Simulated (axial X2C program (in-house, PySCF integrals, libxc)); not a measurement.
## Correcting the dissociation energy of BF⁺ for spin–orbit coupling

A spin-free CCSD(T) curve (one-electron X2C) was computed with an in-house relativistic program for diatomic molecules, basis F dyall-av3z [7s6p3d2f], B dyall-v3z [7s6p2d1f] (cores contracted in-house), for the state M_S = 1/2, Λ = 0 (beyond evenly filled blocks: σα). It gives D0 = 4.757 eV to F + B+, which in a spin-free picture are the weighted means of the ground terms.

Correlated methods: 9 electrons correlated (number of frozen shells: F 1 s; B 1 s), 175 virtual spin orbitals or spinors in MP2, 89 natural virtuals in coupled cluster.

Measured levels of the ground terms (NIST Handbook of Basic Atomic Spectroscopic Data), in cm⁻¹: F 2P: J = 3/2 at 0, J = 1/2 at 404.1; B+ 1S: J = 0 at 0.

The molecular state has Λ = 0, so it has no first-order lowering.

Question: How far does each ground level lie under the (2J+1)-weighted mean of its term?

Answer: F: (4 × 0 + 2 × 404.1)/6 = 135 cm⁻¹; B+: a single level, 0.

Question: Correct D0.

Answer: D0 = 4.757 + (0 − 135)/8065.5 = 4.740 eV at CCSD(T) with these spin–orbit terms. The direct two-component run gives 4.742 eV; the difference holds second-order terms in the molecule, scalar two-electron terms, the gap between measured and computed atomic splittings (a 2c atom can miss part of its lowering) and, in coupled cluster, the truncation of each run.

Second-order spin–orbit effects in the molecule, which grow quickly with Z, are left out. One determinant describes the state; a PBE0 search over occupations chose it and may have missed a lower one. De is counted from the lowest determinant-based energies of the atoms at the same level, without counterpoise correction. CCSD and (T) use frozen natural virtuals with an MP2 correction for the truncation; (T) itself is uncorrected, so its De runs slightly low.
